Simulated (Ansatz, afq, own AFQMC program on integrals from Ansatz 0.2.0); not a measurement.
## GeNH3, triplet: AFQMC among the cluster methods

```xyz
5

Ge    0.0000    0.5643    3.8463
N     0.0000   -0.1401   -2.4957
H     0.0000   -0.7985    4.6065
H     0.8260    0.1872   -2.9786
H    -0.8260    0.1872   -2.9786
```

Connectivity, by distances: GeH ··· NH2.

Basis cc-pVDZ. Only valence electrons are correlated. AFQMC by an in-house program on the Cholesky factors that Ansatz 0.2.0 writes for its CCSD(T) run. ph-AFQMC/CISD is guided by a CISD state made of CCSD amplitudes; releasing the constraint for a short imaginary time cuts its bias at the price of noise, slowly where states lie close. Uncertainties: one standard error, sampling alone. No spin–orbit coupling.

Determinant: UHF, the one that the program's search chose, which needn't be the lowest solution. The geometry is a point of a scan.

No full CI on the walks' own integrals is used here; CCSDT(Q) serves as the reference and is uncertain by about the last step of the cluster series.

Cautions: no relativity below Rb; no spin-orbit coupling; inner d shell frozen; lower spins were not checked; the released energies are still falling, so no released level is given (meV from the phaseless value at times in 1/Eh: -23 ± 14 at 0.24, -20 ± 11 at 0.51, -20 ± 12 at 0.99, -36 ± 13 at 1.62, -58 ± 22 at 2.40), though the last usable value meets CCSDT(Q) within the noise.

```
T1 diagnostic                               : 0.0100
weight of the determinant in the CISD state : 0.886
⟨S²⟩ of the determinant                     : 2.019
size of the correlated space                : 12 electrons in 41 orbitals
```

Reference: CCSDT(Q), correlation energy -6.768 eV.

```json
{"level": "HF", "E − E(reference) (kJ/mol)": "653.0", "share of correlation (%)": "0.00"}
{"level": "MP2", "E − E(reference) (kJ/mol)": "119.8", "share of correlation (%)": "81.66"}
{"level": "CCSD", "E − E(reference) (kJ/mol)": "12.8", "share of correlation (%)": "98.04"}
{"level": "CCSD(T)", "E − E(reference) (kJ/mol)": "2.6", "share of correlation (%)": "99.60"}
{"level": "CCSDT", "E − E(reference) (kJ/mol)": "0.6", "share of correlation (%)": "99.90"}
{"level": "ph-AFQMC/HF", "E − E(reference) (kJ/mol)": "4.8 ± 5.4", "share of correlation (%)": "99.27"}
{"level": "ph-AFQMC/CISD", "E − E(reference) (kJ/mol)": "3.1 ± 1.1", "share of correlation (%)": "99.52"}
```

A walk keeps the symmetry of its determinant, which the program's search chose and which needn't be the lowest solution, so a lower state of the same spin and another symmetry isn't excluded.
